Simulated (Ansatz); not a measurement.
# Property card for HfV2

Level of theory: Ansatz 0.2.0, DFT r2SCAN, scalar-relativistic, plane waves, PAW.

Plane waves to 500 eV, a k mesh through Γ of 8×8×8 on the computed 6-atom cell and Gaussian smearing (0.10 eV); collinear spin from starting moments -0.16 -0.16 0.91 0.91 0.91 0.91 μB.

The structure is relaxed at this level of theory with its symmetry kept. Whether it is the stable form of this composition wasn't checked.

It takes space group Fd-3m (No. 227, cubic). Conventional cell: a = 7.383 Å, b = 7.383 Å, c = 7.383 Å, α = 90.00°, β = 90.00°, γ = 90.00°. Around Hf (site symmetry -43m) lie 12 V at 3.06 Å and 4 Hf at 3.20 Å. V (site symmetry -3m) is surrounded by 6 V at 2.61 Å.

| Quantity | Value |
| --- | --- |
| Volume per atom | 16.77 Å³ |
| Formation energy from the elements' standard states (uncorrected) | +0.043 eV/atom |
| Generalised Kohn–Sham band gap | none (metal) |
| Density of states at the Fermi level | 11.37 states/eV per cell |
| Löwdin character within 0.5 eV of the Fermi level | V 3d 60 %, Hf 5d 29 %, unprojected 6 % |
| Bader charges (e) | Hf (2 in the cell) 0.98, V (4 in the cell) -0.49 |
| Total moment | 3.70 μB per cell |
| Site moments (μB; atoms counted from 1 over the whole cell) | Hf (atom 1) -0.15, Hf (atom 2) -0.15, V (atom 3) 0.83, V (atom 4) 0.83, V (atom 5) 0.83, V (atom 6) 0.83 |

The state reached may not be the lowest one. Spin-orbit coupling is left out, which matters for the bands of heavy elements.

Only this magnetic start was tried.

Cost: 8 runs of about 25 core-minutes in all, on Arm Neoverse V2 (shared hosts).